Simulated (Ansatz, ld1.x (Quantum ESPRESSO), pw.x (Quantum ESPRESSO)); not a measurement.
What a changed setting does to a pw.x run (fcc Ti)

Potential: ultrasoft, ld1.x (Quantum ESPRESSO) 7.5, LDA (PW92); core [Ne] 3s2, reference 3p6 3d1 4s0 4p0; waves: 4s (bound, empty): rcut 1.95, rcutus 2.65 bohr; 4s channel at 0.75 Ry: rcut 1.95, rcutus 2.65 bohr; 3p (bound): rcut 1.40, rcutus 1.55 bohr; 4p (bound, empty): rcut 1.40, rcutus 1.55 bohr; 3d (bound): rcut 1.75, rcutus 2.30 bohr; 3d channel at -2.05 Ry: rcut 1.75, rcutus 2.30 bohr; local part: all-electron potential smoothed inside 2.60 bohr (lloc = -2); core correction: a·sin(br)/r model core inside 1.55 bohr; augmentation: PSQ, inside the norm-conserving radii.

The reference run (k-mesh 14³, cutoffs 75/600 Ry, Fermi–Dirac 0.01 Ry, mixing_beta 0.4, conv_thr 1e-9, no spin) gives -0.39 GPa at 16.088 Å³/atom, where all-electron LAPW gives 0.06 GPa. This run, with its own iteration cap, changes k-mesh points per axis to 3.

```
&control
  calculation='scf', prefix='x', pseudo_dir='./', outdir='./tmp', tstress=.true., disk_io='none'
/
&system
  ibrav=0, nat=1, ntyp=1, ecutwfc=75, ecutrho=600, nbnd=12,
  occupations='smearing', smearing='fd', degauss=0.01
/
&electrons
  conv_thr=1e-09, mixing_beta=0.4, electron_maxstep=50
/
ATOMIC_SPECIES
Ti 1.0 Ti.UPF
CELL_PARAMETERS angstrom
  0.00000000 2.00365996 2.00365996
  2.00365996 0.00000000 2.00365996
  2.00365996 2.00365996 0.00000000
ATOMIC_POSITIONS crystal
Ti 0.0000 0.0000 0.0000
K_POINTS automatic
3 3 3 0 0 0
```

```bash
pw.x < Ti.scf.in > Ti.scf.out
```

Question: How does the run end?

Answer: It converges in 26 iterations; the free energy moves by +8.4 meV/atom and the pressure by +0.99 GPa.

```
Message from routine setup:
     using ibrav=0 with symmetry is DISCOURAGED, use correct ibrav instead
     lattice parameter (alat)  =       5.3547  a.u.
     unit-cell volume          =     108.5672 (a.u.)^3
     number of electrons       =        10.00
     number of Kohn-Sham states=           12
     kinetic-energy cutoff     =      75.0000  Ry
     charge density cutoff     =     600.0000  Ry
     scf convergence threshold =      1.0E-09
     Exchange-correlation= PW
     number of k points=     4  Fermi-Dirac smearing, width (Ry)=  0.0100
     iteration #  1     ecut=    75.00 Ry     beta= 0.40
     total energy              =     -76.61078753 Ry
     estimated scf accuracy    <      10.09520926 Ry
     iteration #  2     ecut=    75.00 Ry     beta= 0.40
     total energy              =     -77.01791157 Ry
     estimated scf accuracy    <       0.91698380 Ry
     iteration #  3     ecut=    75.00 Ry     beta= 0.40
     total energy              =     -77.31473704 Ry
     estimated scf accuracy    <       0.17436925 Ry
     iteration #  4     ecut=    75.00 Ry     beta= 0.40
     total energy              =     -77.42319256 Ry
     estimated scf accuracy    <       0.05674720 Ry
     iteration #  5     ecut=    75.00 Ry     beta= 0.40
     total energy              =     -77.36558613 Ry
     estimated scf accuracy    <       0.11545860 Ry
     iteration #  6     ecut=    75.00 Ry     beta= 0.40
     total energy              =     -77.38530776 Ry
     estimated scf accuracy    <       0.00119194 Ry
     [... 14 iterations left out ...]
     iteration # 21     ecut=    75.00 Ry     beta= 0.40
     total energy              =     -77.38622025 Ry
     estimated scf accuracy    <       0.00000002 Ry
     iteration # 22     ecut=    75.00 Ry     beta= 0.40
     total energy              =     -77.38622015 Ry
     estimated scf accuracy    <       0.00000042 Ry
     iteration # 23     ecut=    75.00 Ry     beta= 0.40
     total energy              =     -77.38622021 Ry
     estimated scf accuracy    <          9.8E-09 Ry
     iteration # 24     ecut=    75.00 Ry     beta= 0.40
     total energy              =     -77.38622019 Ry
     estimated scf accuracy    <       0.00000008 Ry
     iteration # 25     ecut=    75.00 Ry     beta= 0.40
     total energy              =     -77.38622020 Ry
     estimated scf accuracy    <          1.8E-09 Ry
     iteration # 26     ecut=    75.00 Ry     beta= 0.40
     the Fermi energy is    12.9497 ev
!    total energy              =     -77.38622020 Ry
     estimated scf accuracy    <          3.9E-10 Ry
     smearing contrib. (-TS)   =      -0.01022237 Ry
     The total energy is F=E-TS. E is the sum of the following terms:
     one-electron contribution =     -18.21437983 Ry
     hartree contribution      =      13.67890042 Ry
     xc contribution           =     -12.29620020 Ry
     ewald contribution        =     -60.54431823 Ry
     convergence has been achieved in  26 iterations
          total   stress  (Ry/bohr**3)                   (kbar)     P=        6.01
     Message from routine punch:
     Nothing written, as per user request (disk_io='none')
```

The run took about 7.4 s on one core of a shared host (Neoverse-V2, 96 threads, 742 GiB, load 37).
